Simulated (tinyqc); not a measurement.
Worked calculation: Pariser-Parr-Pople SCF with singles CI, for the molecule C=C([CH2+])O (SMILES; centres numbered as the heavy atoms are written). One step of it, computed by the program tinyqc.

Problem. Singles CI, singlets. Over the 4 single excitations with the smallest orbital gaps: A = (e_a - e_i) delta + 2 (ia|jb) - (ij|ab), with (pq|rs) = sum c_mp c_mq gamma_mn c_nr c_ns. f = 2/3 w |mu|^2 in atomic units, mu = sqrt2 sum c_ia sum_m c_mi c_ma R_m.

orbital energies (eV): -19.007573  -15.451820  -9.184353  -4.651362

coefficients:
```
         MO1        MO2        MO3        MO4
1C  0.277348  -0.459107   0.707107  -0.460759
2C  0.585950  -0.369713   0.000000   0.721092
3C  0.277348  -0.459107  -0.707107  -0.460759
4O  0.709097   0.664645   0.000000  -0.235431
```

repulsion gamma_rs (eV):
```
           1C         2C         3C         4O
1C  11.130000   5.346287   3.873196   4.353957
2C   5.346287  11.130000   5.346287   6.308436
3C   3.873196   5.346287  11.130000   4.353957
4O   4.353957   6.308436   4.353957  21.500000
```

Centres (angstrom, eV; a flat drawing with bonds scaled to 1.40 angstrom):
```
centre          x          y  core charge z          W   gamma_rr
1C      -1.212000  -0.700000              1  11.160000  11.130000
2C       0.000000   0.000000              1  11.160000  11.130000
3C       1.212000  -0.700000              1  11.160000  11.130000
4O       0.000000   1.400000              2  33.000000  21.500000
```

Give: singlet CI matrix; singlet excitation energies; oscillator strengths.

Solution.

singlet CI matrix (eV):
```
         2>3      1>3      2>4      1>4
2>3   3.5101  -0.8315   0.0000   0.0000
1>3  -0.8315   5.7607   0.0000   0.0000
2>4   0.0000   0.0000   7.0509  -0.4830
1>4   0.0000   0.0000  -0.4830  10.1431
```

singlet excitation energies (eV): 3.2363  6.0346  6.9772  10.2168

oscillator strengths: 0.2030  0.5140  0.3271  0.0010
